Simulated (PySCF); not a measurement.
Which method gave which barrier?

Saddle point of BH$_{5}$S, singlet (BH₃ + H₂S → BH₃S ([BH2][SH]) + H₂; bonds formed: H2–H5; dative contacts that become bonds: B1–S6; bonds broken: B1–H2, H5–S6), PBE0-D4/def2-TZVP structure:

```
atom    x (Å)    y (Å)    z (Å)
  B1  -0.5155  -0.4088  -0.1306
  H2   0.2233  -0.7152  -1.1127
  H3  -0.3992  -1.2370   0.7170
  H4  -1.5648  -0.0605  -0.5788
  H5   0.5889   0.2882  -0.6338
  S6   0.3401   1.3389   0.5043
  H7   1.3270   0.7945   1.2347
```

PySCF 2.14 with density fitting (its default auxiliary sets; JK sets also for MP2 and CCSD(T)); basis: def2-TZVPP, with def2-QZVPP for the basis limit; cores frozen in the correlated methods. Extrapolation: Hartree–Fock as exp(−7.88 √X), correlation as X^−2.97. Four methods, as single points on the PBE0-D4 structures, gave these electronic barriers from the start structure: 0.486, 0.657, 0.781, 1.214 eV.

Question: The methods were, in alphabetical order, HF, MP2, r2SCAN-D4, SPW92. Which gave which? (A judgement: the text doesn't fix the answer.)

Answer: The calculation gives: SPW92 0.486; r2SCAN-D4 0.657; MP2 0.781; HF 1.214 eV. For comparison, CCSD(T) at an estimated basis limit (MP2 extrapolated from triple and quadruple zeta, plus CCSD(T) − MP2 in triple zeta) gives 0.794 eV.

No T1 diagnostic of these runs exceeds 0.015.

Labels in which every atom is bracketed show which atoms are joined, not bond orders.

For scale, one of the runs: CCSD(T)/def2-TZVPP, 143 basis functions, launched by `OMP_NUM_THREADS=4 python run.py`. Hardware: 4 CPU threads of an AMD EPYC 7B13, shared host. Wall time 36 s; peak host memory 0.7 GiB.
